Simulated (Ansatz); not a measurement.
# SiH2Cl (chlorosilyl radical): levels of theory compared

Wanted: a comparison of 6 runs (U-revPBE/STO-3G, U-wB97X/STO-3G, UB3LYP/STO-3G, UCAM-B3LYP/STO-3G, UPBE0/STO-3G, UCCSD(T)/STO-3G) of SiH2Cl (chlorosilyl radical). 

The results are computed with Ansatz 0.2.0.

52 further runs of the same task are left out: 52 set aside as unsound or not needed.

## (1) The system as given

SiH2Cl has 4 atoms, charge 0, and is taken as a doublet. As SMILES, `[SiH2]Cl`. The H4–Si1 distance was set to 2.903 Å, away from the relaxed value. At this shape a bond of the SMILES string is far longer than usual.

Bond lengths: Si1–Cl2 2.022 Å, Si1–H3 1.451 Å. Angles: Cl2–Si1–H3 110.3°.

## (2) The energy at U-revPBE/STO-3G (run 1)

The input, run.yaml:

```yaml
crystal:
  periodic: [false, false, false]
  atoms:
    - symbol: Si
      position_ang: [-0.318050, -0.324805, 1.469172]
    - symbol: Cl
      position_ang: [1.563220, -0.622115, 2.148672]
    - symbol: H
      position_ang: [-1.099470, -1.540785, 1.600892]
    - symbol: H
      position_ang: [-0.249110, 0.800200, -1.205980]
basis:
  gaussian:
    orbitals: STO-3G
hamiltonian:
  xc: {name: revPBE}
magnetization:
  spin_polarized: true
  initial_magnetization: 1
accuracy: high
```

Command:

```
$ ansatz run run.yaml --threads 1 --pin off --max-ram 2610MiB --events-out events.jsonl --progress --plain --runs-dir runs
```

The log of the run:

```text
Warning: RAYON_NUM_THREADS=1 ignored (pool sized by the plan → 1); use --threads N
Functional definition: revPBE
  name "revPBE"
  parameter kappa = 1.245
  parameter beta = 0.06672455060314922
  exchange = pbe_x(kappa = kappa, mu = beta*pi^2/3)
  correlation = pbe_c(beta = beta)
340 factors; integrals over basis functions are off by at most 7.4e-9 eV
mean field evaluation 1: about -20188.0787 eV, gradient 2.0e1 eV
mean field evaluation 2: about -20174.3333 eV, gradient 3.3e1 eV
mean field evaluation 4: about -20189.0843 eV, gradient 1.2e1 eV
mean field evaluation 8: about -20196.5360 eV, gradient 9.4e-2 eV
mean field evaluation 16: about -20196.5220 eV, gradient 2.0e-4 eV
mean field -20196.52195202 eV, -742.2084920423 hartree, gradient 8.0e-8 eV, S^2 0.811533; 2 other end points of the search recorded, 0 dependent functions left out
reference -20196.52195440 eV, -742.2084921299 hartree; 17, 16 occupied and 3, 4 virtual orbitals, 340 factors
Total energy: -20196.52195440 eV, -742.2084921299 hartree
```

It took 1.9 s on 1 thread of AMD EPYC 7R43 (Zen 3), shared host; peak memory 0.14 GiB.

## (3) A single-point energy at U-wB97X/STO-3G (run 2)

The input, job.yaml:

```yaml
crystal:
  periodic: [false, false, false]
  atoms:
    - symbol: Si
      position_ang: [-0.318050, -0.324805, 1.469172]
    - symbol: Cl
      position_ang: [1.563220, -0.622115, 2.148672]
    - symbol: H
      position_ang: [-1.099470, -1.540785, 1.600892]
    - symbol: H
      position_ang: [-0.249110, 0.800200, -1.205980]
basis:
  gaussian:
    orbitals: STO-3G
magnetization:
  spin_polarized: true
  initial_magnetization: 1
hamiltonian:
  xc: {name: wB97X}
accuracy: high
```

Command:

```
$ ansatz run job.yaml --threads 1 --pin off --max-ram 2610MiB --events-out events.jsonl --progress --plain --runs-dir runs
```

The log of the run, cut to the lines that bear on the results:

```text
Warning: RAYON_NUM_THREADS=1 ignored (pool sized by the plan → 1); use --threads N
Functional definition: wB97X
  name "wB97X"
[...]
      + exact_x_lr(omega)
[...]
      + integral(e_c_pw_opposite_spin*poly(b97_u_opposite, 1, cos1, cos2, cos3, cos4))
340 factors; integrals over basis functions are off by at most 7.4e-9 eV
132 factors; integrals over basis functions are off by at most 5.5e-10 eV
[...]
mean field -20200.29264793 eV, -742.3470625614 hartree, gradient 7.6e-8 eV, S^2 0.813325; 2 other end points of the search recorded, 0 dependent functions left out
reference -20200.29264688 eV, -742.3470625228 hartree; 17, 16 occupied and 3, 4 virtual orbitals, 340 factors
Total energy: -20200.29264688 eV, -742.3470625228 hartree
```

Run time: 9.6 s. Hardware: 1 thread of AMD EPYC 7R43 (Zen 3), shared host; peak memory 0.38 GiB.

Runs 3 to 5 aren't shown in full; the table further down has their settings and results.

## (4) The energy at UCCSD(T)/STO-3G (run 6)

The input, job.yaml:

```yaml
crystal:
  periodic: [false, false, false]
  atoms:
    - {symbol: Si, position_ang: [-0.318050, -0.324805, 1.469172]}
    - {symbol: Cl, position_ang: [1.563220, -0.622115, 2.148672]}
    - {symbol: H, position_ang: [-1.099470, -1.540785, 1.600892]}
    - {symbol: H, position_ang: [-0.249110, 0.800200, -1.205980]}
basis:
  gaussian:
    orbitals: STO-3G
magnetization:
  spin_polarized: true
  initial_magnetization: 1
correlation:
  method: ccsd_t
  frozen_orbitals: {Cl: 5, H: 0, Si: 5}
accuracy: high
scf:
  omitted_lower_state_checks: [cluster_reference, increment]
```

Command:

```
$ ansatz run job.yaml --threads 1 --pin off --max-ram 2610MiB --events-out events.jsonl --progress --plain --runs-dir runs
```

The log of the run:

```text
Warning: RAYON_NUM_THREADS=1 ignored (pool sized by the plan → 1); use --threads N
[... 13 lines left out ...]
10 core orbitals not correlated: weight in the atoms' cores, before any rotation towards them, 1.000 or more for the frozen orbitals, at most 0.000 for the correlated occupied ones
[... 37 lines left out ...]
Total energy: -20170.69018767 eV, -741.2591922118 hartree
Checks for a lower state left out: cluster_reference, increment
```

Wall time 0.44 s (1 thread of AMD EPYC 7R43 (Zen 3), shared host).

## (5) All runs side by side

```
run              level  frozen core orbitals  energy (Eh)   ⟨S²⟩  wall time
  1    U-revPBE/STO-3G                     –  -742.208492  0.812      1.9 s
  2     U-wB97X/STO-3G                     –  -742.347063  0.813      9.6 s
  3      UB3LYP/STO-3G                     –  -742.354352  0.808      1.9 s
  4  UCAM-B3LYP/STO-3G                     –  -742.316148  0.827      2.1 s
  5       UPBE0/STO-3G                     –  -742.100690  0.833      1.9 s
  6    UCCSD(T)/STO-3G                    10  -741.259192  1.024     0.44 s
```

## (6) What came out

| quantity | value |
| --- | --- |
| run 6: total energy | -741.25919 Eh |
| run 6: correlation energy (10 core orbitals frozen) | -47.2 mEh |
| run 6: (T) correction | -1.00 mEh |
| run 6: ⟨S²⟩ of the reference determinant | 1.024 |
| run 6: T1 diagnostic | 0.054 |

What this shows: Totals of different functionals can't be ranked against each other. In runs 1, 2, 3, 4, 5, 6 the basis is minimal, so the values are rough. Spin contamination of the reference: run 6 ⟨S²⟩ = 1.02. All runs together took 18 s, the longest 9.6 s.
